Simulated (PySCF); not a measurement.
C4H6N (doublet state).
Atom-mapped SMILES: `[CH2:1][C:2]#[C:3][CH2:4][NH2:5]` (hydrogens: H6, H7 on C1; H8, H9 on C4; H10, H11 on N5)

Cartesian coordinates in Å at the GFN2-xTB level; atoms count from 1:
```xyz
11
C4H6N angstrom
C      2.5829    0.2446   -0.2475
C      1.2904   -0.0810   -0.0306
C      0.1421   -0.4343    0.2058
C     -1.2870   -0.6456    0.3426
N     -2.0827    0.4913   -0.1184
H      3.2173   -0.3836   -0.8465
H      3.0000    1.1436    0.1698
H     -1.5899   -1.5241   -0.2385
H     -1.5411   -0.8256    1.3942
H     -1.8610    0.7000   -1.0870
H     -1.8656    1.3173    0.4301
```

The hyperfine couplings belong to this conformer and change with its torsions.

Method: PySCF, UKS B3LYP, pcH-1 on C H N, non-relativistic, mean-field spin-orbit, GIAO. Geometry: GFN2-xTB, one conformer, isolated molecule. The geometry wasn't refined by DFT: couplings that depend on bond lengths, twists or pyramidal angles can differ widely from those at the functional's own minimum. The SCF solution wasn't tested for stability.

What is the g tensor, term by term?

```csv
Δg (ppm),1,2,3
relativistic mass correction,-146,-146,-146
gauge correction,0,38,36
orbital Zeeman/spin–orbit,-4,504,934
total,-150,396,825
```

So g = 2.00217, 2.00271, 2.00314 and g_iso = 2.00268; the tensor is rhombic: the two nearest values differ by 44 % of g3 − g1. Axes: g3 points within 5° of the C1–C2 bond.

What effective moment and Curie constant follow for a powder?

With the mean of g² = 4.0107 and S(S+1) = 0.75: μ_eff = √(⟨g²⟩S(S+1)) = 1.734 μB and χT = 0.12505·⟨g²⟩·S(S+1) = 0.376 cm³ K/mol (cgs; spin-Hamiltonian part alone).

What are the electron Larmor frequencies g μB B/h along the three axes at 330 mT?

9.2475, 9.2501, 9.2520 GHz for g1, g2 and g3, a range of 4.5 MHz.

At 9.598 GHz, how far is the centre of the isotropic spectrum from where a free electron (g = 2.002319) resonates?

B = hν/(g μB) with μB/h = 13.99624 MHz/mT gives 342.48 mT for the free electron and 342.42 mT at g_iso, 0.06 mT lower.

In a frozen sample, at which fields do the three g values resonate at 9.5, 34, 94 and 263 GHz (hyperfine left aside), and which band first spreads them over more than twice a line width of 0.5 mT?

| band | GHz | B(g3) mT | B(g2) mT | B(g1) mT | spread mT |
| --- | --- | --- | --- | --- | --- |
| X | 9.5 | 338.84 | 338.92 | 339.01 | 0.17 |
| Q | 34.0 | 1212.71 | 1212.96 | 1213.30 | 0.59 |
| W | 94.0 | 3352.77 | 3353.49 | 3354.41 | 1.63 |
| J | 263.0 | 9380.63 | 9382.64 | 9385.20 | 4.57 |

The spread grows in proportion to the frequency. W band is the first where it exceeds 1.0 mT.

Largest spin populations (Mulliken): C1 (+0.77), C3 (+0.53) and C2 (-0.26). The positive populations add up to 1.37 and the negative ones to -0.37, together 2S = 1. The angles at C1 add up to 360.0°, so it is planar; its axial dipolar tensor and the negative couplings of its protons fit spin in a p orbital normal to that plane.

The HOMO–LUMO gaps are 6.29 eV among the α and 4.32 eV among the β orbitals.
